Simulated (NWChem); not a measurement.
## Lowest excitation of methanol (CH₄O)

```xyz
6

C      0.6125    -0.2314     0.0000
O     -0.6650     0.3583     0.0000
H      0.8066    -0.8558     0.8960
H      1.3548     0.5819     0.0000
H      0.8066    -0.8558    -0.8960
H     -1.3230    -0.3478     0.0000
```
Charge 0, spin multiplicity 1.

Everything below was run with NWChem. All single points use one geometry, from B3LYP/def2-SVP, a minimum by its harmonic frequencies.

Basis set: aug-cc-pVDZ.

B3LYP has NWChem's definition, with VWN1-RPA local correlation.

### Question
One of these methods gave a lowest vertical singlet excitation energy of 6.46 eV. Which?
A) TD-B3LYP
B) TD-PBE
C) CIS
D) TDA-PBE0

### Answer
D, TDA-PBE0. The others give 6.20 (TD-B3LYP), 8.05 (CIS), 5.64 (TD-PBE).
